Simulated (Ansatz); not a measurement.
# Structure relaxation of AgAs

The calculation used Ansatz, DFT PBE, scalar-relativistic, plane waves, PAW. Cutoff 420 eV, Γ-centred k mesh, Gaussian smearing, no spin polarisation in the final step.

AgAs was placed on the wurtzite structure type (P6_3mc, No. 186), with Ag in place of Zn, As in place of O, at a guessed volume.

```
Ag As
1.0
     3.86786    0.00000    0.00000
    -1.93393    3.34966    0.00000
     0.00000    0.00000    6.19424
Ag As
2 2
Cartesian
  0.0000 2.2331 0.0000
  1.9339 1.1166 3.0971
  0.0000 2.2331 2.3668
  1.9339 1.1166 5.4639
```

Cell and atoms relax at zero pressure; the relaxation can't lower the symmetry of the start. After a coarse first stage the cell is made exact in the group found at 0.06 Å.

Formation energies are uncorrected and refer to the elements' standard structures at the same level.

Question: Describe the relaxed structure.

Answer: It ends in P6_3/mmc (No. 194). Conventional cell: a = 4.550 Å, c = 5.356 Å. Ag is coordinated by 5 As at 2.63–2.68 Å; around As lie 5 Ag at 2.63–2.68 Å.

```xyz
4
Lattice="4.5500 0.0000 0.0000 -2.2750 3.9404 0.0000 0.0000 0.0000 5.3555" Properties=species:S:1:pos:R:3 pbc="T T T"
Ag    0.0000    2.6270    4.0166
Ag    2.2750    1.3135    1.3389
As    0.0000    2.6270    1.3389
As    2.2750    1.3135    4.0166
```

Question: What are its volume, energy, density and gap?

Answer: The volume per atom is 24.00 Å³. The density is 6.32 g/cm³, the energy over the elements is 0.35 eV/atom and the gap on the 12×12×10 mesh is 0 eV (a metal).

The final run used a 12×12×10 mesh on its 4-atom cell and 0.10 eV smearing. For metals, differences of a few meV/atom aren't resolved. Symmetry constrained the relaxation, so the result can be a saddle point. The steps took about 70 core-seconds in all.

Cost: 3 runs of about 1.1 core-minutes in all, on Intel Xeon 6975P-C (Granite Rapids) (shared hosts).